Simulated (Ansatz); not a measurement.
# A Morse fit to a bond in SiH, quartet, and a point to predict

Starting geometry (PBE0/def2-TZVP stationary point for this spin, which needn't be the lowest; state Σ⁻ or Δ):

```xyz
2

Si    0.0000    0.0000    0.0000
H     0.0000    0.0000    1.4995
```

Atom H2 moves along the line of the distance Si1-H2, all else staying in place. Energies are in eV from the starting point at each level.

Basis cc-pVTZ; Ansatz 0.2.0. Only valence electrons are correlated (noble-gas cores frozen).

Full CI is exact within this basis and frozen core; it isn't the basis-set limit.

```json
{"distance Si1-H2 (Å)": "1.197", "full CI": "1.201"}
{"distance Si1-H2 (Å)": "1.336", "full CI": "0.276"}
{"distance Si1-H2 (Å)": "1.500", "full CI": "0.000"}
{"distance Si1-H2 (Å)": "1.623", "full CI": "0.088"}
{"distance Si1-H2 (Å)": "1.802", "full CI": "0.396"}
{"distance Si1-H2 (Å)": "2.110", "full CI": "0.937"}
{"distance Si1-H2 (Å)": "2.410", "full CI": "?"}
{"distance Si1-H2 (Å)": "2.775", "full CI": "1.364"}
{"distance Si1-H2 (Å)": "3.276", "full CI": "1.420"}
{"distance Si1-H2 (Å)": "3.952", "full CI": "1.438"}
{"distance Si1-H2 (Å)": "5.117", "full CI": "1.443"}
```

A Morse curve E(r) = E0 + De (1 − exp(−a (r − re)))² is laid through the three points about the minimum (1.336, 1.500, 1.623 Å), with E0 + De set to the last point:

```csv
level,re (Å),a (1/Å),E0 (eV),De (eV),k = 2 De a² (eV/Å²)
full CI,1.497,2.253,0.000,1.443,14.6
```

Problem. Use the full-CI fit to predict the withheld energy at 2.410 Å.

Solution. exp(−2.253 × (2.410 − 1.497)) = 0.1278; E = 0.000 + 1.443 × (1 − 0.1278)² = 1.098 eV. Full CI in cc-pVTZ gives 1.228 eV, so the Morse form is 0.130 eV too low there (9.0 % of De). So large a miss says that the curve isn't Morse-like here, as when the state changes its character along the stretch. At the other points past the fit it misses by up to 0.13 eV (at 2.110 Å), so the curve isn't Morse-like throughout.

De here is the depth of the well in this basis, without the zero-point term.
